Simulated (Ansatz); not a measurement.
# C2HAl (singlet): from Hartree-Fock to the top rungs at a displaced geometry (v1), cc-pVDZ

The task here is to estimate one member of a computed series from the others.

Method: cc-pVDZ, core rule «outside noble gas», up to 7 orbitals frozen; program: Ansatz 0.2.0, Gaussian basis.

Plan: UHF; CCSD(T) on RHF; BCCD(T) on RHF; CISD; CCSDT(Q) on RHF; CASSCF and MRCISD+Q, 8 electrons in 8 orbitals; CASSCF and NEVPT2, 8 electrons in 8 orbitals.

18 further runs of the same task are left out: 8 that didn't finish, 10 set aside as unsound or not needed. Runs told in other sessions of the task aren't counted.

## What is computed

The geometry is a PBE0/def2-TZVP stationary point (not a proven minimum) with its atoms shifted at random (size 0.040 Å).

4 atoms, charge 0, spin multiplicity 1.

Atoms are counted from 1 here; the program's logs count them from 0.

Bond lengths: Al1–C3 2.023 Å, C2–C3 1.176 Å, C2–H4 1.082 Å. Angles: C3–C2–H4 177.2°, Al1–C3–C2 174.5°.

Set-up of the first run:

Contents of in.yaml:

```yaml
crystal:
  periodic: [false, false, false]
  atoms:
    - {symbol: Al, position_ang: [0.002337, -0.001845, 2.372796]}
    - {symbol: C, position_ang: [0.001504, -0.017987, -0.821857]}
    - {symbol: C, position_ang: [0.049468, 0.041323, 0.351230]}
    - {symbol: H, position_ang: [-0.053309, -0.021491, -1.902168]}
basis:
  gaussian: {orbitals: cc-pVDZ}
magnetization: {spin_polarized: true, initial_magnetization: 0}
hamiltonian: {xc: hf}
output: {orbitals: {seedname: orbitals}}
```

Command:

```sh
$ ansatz run in.yaml --threads 1 --pin off --events-out ev --progress --plain --max-ram 2393MiB
```

Among the steps run: UHF; CCSD(T) on RHF; BCCD(T) on RHF; CISD; CCSDT(Q) on RHF; CASSCF and MRCISD+Q, 8 electrons in 8 orbitals; CASSCF and NEVPT2, 8 electrons in 8 orbitals.

One table of the session follows, with a row left open; its other results are not shown here.

It belongs to the step «Misses and costs». 

| method | from RCCSDT(Q) (kJ/mol) |
| --- | --- |
| RHF | ? |
| RMP2 | +108.6 |
| CISD | +126.8 |
| RCCSD | +39.3 |
| RCCSD(T) | +4.6 |
| BCCD(T) | +4.5 |
| RCCSDT | +3.2 |
| RCCSDT(Q) | 0 |
| CASSCF frontier | +555.8 |
| NEVPT2 frontier | +135.3 |
| MRCISD frontier | +56.4 |
| MRCISD+Q frontier | +4.9 |

Q: Estimate the row for RHF from the others.

As computed: from RCCSDT(Q) (kJ/mol): +856.7. In the column «from RCCSDT(Q) (kJ/mol)» it is the highest.
